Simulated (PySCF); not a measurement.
# Bonding in 2-fluoroethanol

2-fluoroethanol, C₂H₅FO.
SMILES with atom numbers: `[OH:1][CH2:2][CH2:3][F:4]` (hydrogens: H5 on O1; H6, H7 on C2; H8, H9 on C3)

Structure used (PBE0-D3(BJ)/def2-TZVP), in Å, numbered top down from 1:
```
atom  x, y, z in Å
O1    -1.587    0.054    0.017
C2    -0.344   -0.603    0.048
C3     0.800    0.320   -0.268
F4     0.897    1.282    0.730
H5    -1.546    0.781    0.644
H6    -0.379   -1.393   -0.708
H7    -0.166   -1.080    1.022
H8     1.749   -0.224   -0.308
H9     0.627    0.844   -1.212
```

Bond orders from the PBE0/pcSseg-2 density (PySCF). Isolated species at its PBE0-D3(BJ)/def2-TZVP geometry (one conformer only).

Where do the orders between heavy atoms depart from those drawn in the SMILES?

The largest departure is 0.122, at C3–F4 (drawn single, 0.878). Drawn single, order below 0.88: C3–F4 (0.878).

Give the Mayer order of every bond between heavy atoms, beside its length.

```json
{"bond": "O1–C2", "drawn as": "single", "length (Å)": "1.406", "Mayer order": "0.934"}
{"bond": "C2–C3", "drawn as": "single", "length (Å)": "1.503", "Mayer order": "0.995"}
{"bond": "C3–F4", "drawn as": "single", "length (Å)": "1.389", "Mayer order": "0.878"}
```

And the bonds to hydrogen?

H–O: 1.00 (1 bond); C–H: 0.98 to 0.99 (4 bonds).

Sum the orders of all bonds at each heavy atom with more than one neighbour and set the sums beside the valence in the SMILES.

O1 1.939 (drawn 2), C2 3.896 (drawn 4), C3 3.853 (drawn 4). Orders between atoms that aren't bonded are not in these sums.

Mayer orders depend on the basis set.

These values come from a run that also computed NMR shieldings. The run took 23 s of wall time on Arm Neoverse V1, one thread, no GPU, shared host, and the process peaked at 1.0 GiB of memory.
